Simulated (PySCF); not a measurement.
Molecule: SMILES O=C1C=CC(=O)C=C1, C6H4O2.

Geometry (Å), atoms numbered from 1 in this order:
```xyz
12

O    -0.7725   -2.5536    0.0488
C    -0.4212   -1.3915    0.0263
C     1.0026   -1.0006    0.0102
C     1.3893    0.2765   -0.0163
C     0.4213    1.3914   -0.0318
O     0.7728    2.5534   -0.0563
C    -1.0024    1.0005   -0.0145
C    -1.3893   -0.2765    0.0128
H     1.7141   -1.8149    0.0212
H     2.4329    0.5594   -0.0279
H    -1.7135    1.8150   -0.0251
H    -2.4328   -0.5598    0.0265
```

Frames of a GFN2-xTB Langevin trajectory at 600 K; GIAO PBE0/pcSseg-1 shieldings in PySCF 2.14.0 with density-fitted response routines, gas phase, non-relativistic; equivalent atoms averaged within each frame.

Scale: H2O for 17O (σ = 336.08 ppm); 13C (σ = 186.93 ppm) and 1H (σ = 31.72 ppm) vs TMS (reference shieldings calculated alike). The references are static minima.

Q: How do the shifts (ppm) fluctuate along the trajectory?

A: 
```tsv
time (fs)	O1/O6	C2/C5	C3/C4/C7/C8	H9/H10/H11/H12
optimised geometry	774.5	193.9	141.6	6.83
250	702.4	187.6	148.7	7.43
425	777.3	193.4	139.8	6.63
625	803.3	203.4	146.9	7.22
800	787.1	201.8	143.7	6.95
1000	730.1	196.8	139.8	6.53
mean of frames	760.0	196.6	143.8	6.95
standard deviation	42.2	6.4	4.0	0.38
```

5 frames give an uncertainty of the mean of about the standard deviation over 2.2 at best, since frames this close in time may not be independent; classical motion lacks zero-point vibration, and the reference would need the same averaging.
